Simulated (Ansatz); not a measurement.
# H4OSSi: small, medium and large basis sets

Aim: see how fast density functionals converge with the basis set for H4OSSi.

Program: Ansatz 0.2.0, Gaussian basis. Level of theory: one geometry, several basis sets. These are calculated values, not measurements.

The runs, in order: PBE0-D4/def2-SVP; ωB97M-V/def2-SVP; PBE0-D4/def2-QZVPP; ωB97M-V/def2-QZVPP; the functionals' def2-TZVPP values are taken from earlier runs.

### Step 1. The geometry

The geometry comes from an earlier relaxation with PBE0-D4 in a triple-zeta def2 set; it is a stationary point, not always the lowest conformer.

SMILES `O[SiH2]S`, 7 atoms, charge 0, spin multiplicity 1.

Atoms are counted from 1 here; the program's logs count them from 0.

Bond lengths: O1–Si2 1.642 Å, O1–H4 0.959 Å, Si2–S3 2.133 Å, Si2–H5 1.484 Å, Si2–H6 1.478 Å, S3–H7 1.344 Å. Angles: Si2–O1–H4 117.2°, O1–Si2–S3 113.5°, O1–Si2–H5 112.6°, O1–Si2–H6 104.5°, S3–Si2–H5 103.0°, S3–Si2–H6 111.7°, H5–Si2–H6 111.9°, Si2–S3–H7 94.6°.

### Step 2. PBE0-D4 in def2-SVP

in.yaml reads:

```yaml
crystal:
  periodic: [false, false, false]
  atoms:
    - {symbol: O, position_ang: [-1.434573, -0.381955, 0.184855]}
    - {symbol: Si, position_ang: [-0.047545, 0.496498, 0.172960]}
    - {symbol: S, position_ang: [1.565255, -0.475672, -0.828761]}
    - {symbol: H, position_ang: [-1.745321, -0.722394, -0.656092]}
    - {symbol: H, position_ang: [-0.184935, 1.770495, -0.576251]}
    - {symbol: H, position_ang: [0.257218, 0.727894, 1.600361]}
    - {symbol: H, position_ang: [1.651104, -1.482966, 0.057228]}
basis:
  gaussian: {orbitals: def2-SVP}
hamiltonian: {xc: pbe0, dispersion: d4}
output: {orbitals: {seedname: orbitals}}
```

The run is started by

```console
$ ansatz run in.yaml --threads 2 --pin off --events-out ev --progress --plain --max-ram 4352MiB
```

Further steps of the session: ωB97M-V in def2-SVP; PBE0-D4 in def2-QZVPP; ωB97M-V in def2-QZVPP.

**Question.** What will the summary of the whole plan be? Wanted: PBE0-D4: double and triple zeta above quadruple; ωB97M-V: double and triple zeta above quadruple.

The runs gave:

| quantity | value |
| --- | --- |
| PBE0-D4: double and triple zeta above quadruple | 10.15, 0.74 eV |
| ωB97M-V: double and triple zeta above quadruple | 10.17, 0.70 eV |

**Reading.** PBE0-D4 gains 9.41 eV from double to triple zeta, then 0.74 eV more. Total energies overstate the basis error of differences, where much of it tends to cancel. The LUMO of ωB97M-V is positive and keeps falling with the basis (2.76 to 1.38 eV): an unbound level that the basis holds in place.
